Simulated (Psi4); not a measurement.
Psi4 input (wB97X-D/6-31G*):

```
memory 1500 MB

molecule {
-1 1
C     1.12919533   -0.39406295   -0.00164990
C    -0.14143027    0.51242111   -0.00266185
O    -1.28208088   -0.15550863    0.00560815
H     0.02137937    1.21875287    0.88106336
H     0.01494044    1.20774330   -0.89622607
H     2.06517780    0.18990598   -0.00865831
H     1.11748454   -1.03576096    0.88706791
H     1.11107452   -1.04672109   -0.88224163
symmetry c1
no_reorient
no_com
}

set {
  basis 6-31G*
  reference rks
  scf_type pk
  dft_radial_points 99
  dft_spherical_points 590
  e_convergence 1e-8
  d_convergence 1e-7
  maxiter 150
}

e = energy('wb97x-d')
print_out(f'\nFINAL {e:.10f} DIPOLE {variable("CURRENT DIPOLE")[0]:.6f} {variable("CURRENT DIPOLE")[1]:.6f} {variable("CURRENT DIPOLE")[2]:.6f}\n')
```

Question: Predict the final energy.

Answer: -154.34434 Eh.
